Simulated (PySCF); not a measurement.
Problem. Write Cartesian coordinates for methyl formate (`COC=O`) as optimised with PBE0-D3(BJ)/def2-SVP.

Solution. 
```xyz
8
C2H4O2 angstrom
C     -1.0071   -0.1570    0.1011
O      0.3022   -0.6608    0.3205
C      1.2993    0.1175   -0.0895
O      1.1773    1.1861   -0.6151
H     -1.1525    0.1105   -0.9556
H     -1.6988   -0.9555    0.3924
H     -1.1867    0.7396    0.7133
H      2.2662   -0.3804    0.1328
```

Orientation and origin are arbitrary. Atoms count from 1 in this order. The 3 C–O bonds span 1.197 Å (C3=O4, drawn double) to 1.420 Å (C1–O2, drawn single), a spread of 0.223 Å. The 4 heavy atoms lie in one plane (0.000 Å rms). Of the pairs four or more bonds apart, O4···H5 is among the closest relative to their van der Waals radii: 2.59 Å, 95 % of the sum of Bondi's values.

Bonds between heavy atoms (Å): C1–O2 1.420, O2–C3 1.330, C3=O4 1.197.

Theory: PBE0-D3(BJ)/def2-SVP geometry optimisation, gas phase (PySCF).

Point group: near Cs, missed by 0.13 Å at most; the miss may be what the optimiser left on a soft mode. Whether it is a minimum is left open (no frequencies). The numbers are those of one conformer (C1–O2–C3–O4 0°).
